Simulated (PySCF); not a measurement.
# Basis-set dependence of excited states

Species: CH2O.
Numbering: `[CH2:1]=[O:2]` (hydrogens: H3, H4 on C1)

Cartesian coordinates in Å at the PBE0-D3(BJ)/def2-SVP level; atoms count from 1:
```xyz
4
CH2O angstrom
C      0.002    0.000    0.000
O      1.145   -0.206   -0.285
H     -0.741   -0.826    0.142
H     -0.406    1.033    0.144
```

TDDFT with PBE0 (PySCF), vertical singlets, core orbitals frozen in the response, spherical d and f functions. Geometry: PBE0-D3(BJ)/def2-SVP; no solvent, vibrations or thermal averaging.

| basis | functions | diffuse | S1 (eV) | S2 (eV) | S3 (eV) | S4 (eV) | S5 (eV) | LUMO (eV) | α (au) |
| --- | --- | --- | --- | --- | --- | --- | --- | --- | --- |
| 6-31G* | 32 | no | 4.15 | 9.32 | 9.38 | 10.03 | 10.46 | -0.80 | 13.1 |
| def2-SVP | 38 | no | 4.07 | 8.47 | 9.29 | 9.76 | 10.36 | -0.97 | 13.4 |
| 6-31+G* | 40 | yes | 4.07 | 7.14 | 7.87 | 8.15 | 8.60 | -1.32 | 15.1 |
| def2-SVPD | 59 | yes | 4.03 | 7.39 | 8.90 | 8.99 | 9.24 | -1.38 | 17.5 |
| aug-cc-pVDZ | 64 | yes | 3.99 | 6.68 | 7.57 | 7.72 | 8.37 | -1.39 | 17.7 |
| def2-TZVP | 74 | no | 4.05 | 8.14 | 9.26 | 9.32 | 9.50 | -1.26 | 15.8 |
| def2-TZVPD | 95 | yes | 4.02 | 7.00 | 8.24 | 8.26 | 8.81 | -1.36 | 18.0 |
| aug-cc-pVTZ | 138 | yes | 4.01 | 6.70 | 7.55 | 7.68 | 8.21 | -1.40 | 18.0 |

Problem. Compare the sets with the largest diffuse one.

Solution. States are compared by their number. Against the largest diffuse basis here (aug-cc-pVTZ, itself not a converged limit), sets without diffuse functions differ by up to 0.15 eV in S1 and 2.25 eV in S5; the smaller diffuse sets differ by up to 0.07 and 1.03 eV. State by state, the largest deviation of a set without diffuse functions is S1 0.15, S2 2.62, S3 1.83, S4 2.35, S5 2.25 eV. The same number needn't mean the same state in each row. Against aug-cc-pVTZ the polarisability deviates by -27% in 6-31G*, -26% in def2-SVP, -16% in 6-31+G*, -3% in def2-SVPD, -2% in aug-cc-pVDZ, -12% in def2-TZVP, 0% in def2-TZVPD. A single + in a Pople set puts diffuse functions on heavy atoms only.
